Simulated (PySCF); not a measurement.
Molecule: SMILES c1(OC)ccccc1, C$_{7}$H$_{8}$O.

Mapped SMILES: `[CH3:1][O:2][c:3]1[cH:4][cH:5][cH:6][cH:7][cH:8]1`; H(Xn) means a hydrogen on atom n.

Geometry PBE0-D3(BJ)/def2-SVP throughout; GIAO in PySCF, gas phase, one conformer, non-relativistic; equivalent atoms averaged; basis pcSseg-1.

Q: How do the shifts δ (against TMS, H2O at the same level) depend on the functional? (a selection of nuclei; ppm; last column core-seconds on shared hosts with different chips, so compare them loosely; the GGAs took longer than the global hybrids here, which isn't the general rule, and the cause wasn't traced)

A: 
```
functional                    kind  C5/C7     C6  C4/C8    C1     O2  H(C5)/H(C7)  H(C6)  H(C4)/H(C8)  H(C1)  core-s
        HF            Hartree–Fock  139.6  125.4  118.6  49.7   61.3         7.56   7.04         6.97   3.54      16
       PBE                     GGA  132.0  122.5  114.6  54.8  121.0         7.23   6.87         6.68   3.72      50
      BLYP                     GGA  132.7  123.2  115.3  55.6  123.4         7.11   6.75         6.57   3.72      47
     B97-D                     GGA  128.1  118.7  111.2  54.5  113.4         7.13   6.77         6.60   3.72      50
     B3LYP           global hybrid  135.4  125.4  117.6  54.5  108.4         7.24   6.87         6.71   3.67      33
      PBE0           global hybrid  135.1  124.8  117.2  53.6  102.9         7.38   7.00         6.83   3.66      18
      WP04           global hybrid  134.5  125.1  118.1  55.7  101.4         7.02   6.70         6.55   3.56      17
     B97-2           global hybrid  131.9  122.0  114.5  53.5  101.4         7.30   6.92         6.77   3.65      33
   wB97X-D  range-separated hybrid  136.6  125.8  118.2  54.1   94.2         7.40   7.01         6.85   3.64      43
```

Q: Which nucleus among those listed moves most, in ppm?

A: O2 (ether oxygen): from 61.3 ppm with HF to 123.4 ppm with BLYP. The smallest spread is 0.18 ppm, at H(C1). Proton shifts span only some 12 ppm, so a few tenths of a ppm matter as much there as several ppm in carbon.
